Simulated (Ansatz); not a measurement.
`OC1CCC1`, charge 0, multiplicity 1.

Question: Give a relaxed structure at PBE0-D4/def2-TZVP (Ansatz). (Best estimate.)

Answer: The calculation gave: 
Z-matrix (Å, degrees):
```
C
C 1 1.528
O 1 1.402 2 114.7
C 1 1.540 2 88.7 3 -122.3
H 1 1.099 2 110.5 3 126.4
C 2 1.542 1 88.0 3 143.0
H 2 1.092 1 109.2 3 31.4
H 2 1.091 1 118.4 3 -94.5
H 3 0.960 1 108.9 2 177.1
H 4 1.092 1 109.5 2 90.8
H 4 1.092 1 118.7 2 -142.5
H 6 1.092 2 111.8 1 92.1
H 6 1.090 2 117.6 1 -141.2
```
This is one stationary point; other conformers may exist.
